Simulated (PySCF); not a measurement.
## Vibration and rotation of Mg₂

PBE constants of Mg₂, ¹Σg⁺ (singlet), closed shell (basis Mg 6-31G(d,p); no relativity; PySCF 2.14; masses 23.9850 and 23.9850 u):

```
ωe            : 104.5 cm⁻¹
ωexe          : 2.03 cm⁻¹
Be            : 0.11487 cm⁻¹
αe            : 0.00231 cm⁻¹
De to Mg + Mg : 0.143 eV
```

**Question.** What force constant and bond length do these constants imply?

**Answer.** Reduced mass μred = 11.993 u; k = 5.8918×10⁻⁷·μred·ωe² (u, cm⁻¹, mdyn/Å) = 0.0772 mdyn/Å; Re = √(16.8576/(μred·Be)) (u, cm⁻¹, Å) = 3.498 Å.

**Question.** Estimate the centrifugal constant D from the Kratzer relation and find the Dunham coefficient a1.

**Answer.** D = 4Be³/ωe² = 5.55e-07 cm⁻¹; a1 = −1 − αeωe/(6Be²) = -4.05.

Closed-shell solutions of metal pairs were not tested for spin polarisation, which can lower them a little. The bond is weak. Basis-set superposition, not corrected here, can be much of De in a small basis, most of all at correlated wavefunction levels. Functionals without a dispersion term scatter widely for such bonds, and LDA overbinds them.
